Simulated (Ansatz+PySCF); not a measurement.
Results of a calculation; reference values are marked as such.
## PySCF 2.14.0 run

```python
from pyscf import gto, scf, cc

mol = gto.M(atom="""
Li 1.834900 0.000000 1.284810
O 0.000000 0.000000 0.000000
H -0.794580 0.000000 0.556370
""", basis='sto-3g', charge=0, spin=0)
mf = scf.UHF(mol)
mf.kernel()
mycc = cc.CCSD(mf, frozen=2).run()
et = mycc.ccsd_t()
print(mf.e_tot, mycc.e_corr, et, mycc.e_tot + et)
```

The script is written out from the run's settings.

Output:

- Converged: yes
- Reference energy: -81.65806 hartree
- CCSD correlation energy: -0.09413 hartree
- Triples correction: -0.01294 hartree
- Total energy: -81.76513 hartree
- Spin squared of the determinant: 0.000

Caution: large amplitudes, a single reference is doubtful.
